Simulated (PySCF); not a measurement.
SMILES FC(=C(F)F)F (C2F4), PBE0/def2-SVP optimised geometry.

```
6

F      1.38     1.10     0.00
C      0.66     0.00     0.00
F      1.38    -1.10     0.00
C     -0.66     0.00     0.00
F     -1.38    -1.10     0.00
F     -1.38     1.10     0.00
```

Density from PBE0/def2-TZVP in PySCF 2.14.0 at that geometry.

Minimum of the electron density along straight lines between bonded atoms, close to the bond critical point (lines longer than 1.1 times the sum of covalent radii, or with two minima, are not listed):

```csv
bond,length / Å,ρ at the minimum / e bohr⁻³,∇²ρ there / e bohr⁻⁵,position (fraction from the first atom)
F1–C2,1.309,0.294,-0.03,0.67
C2–F3,1.309,0.294,-0.03,0.33
C2–C4,1.329,0.356,-1.05,0.50
C4–F5,1.309,0.294,-0.03,0.33
C4–F6,1.309,0.294,-0.03,0.33
```
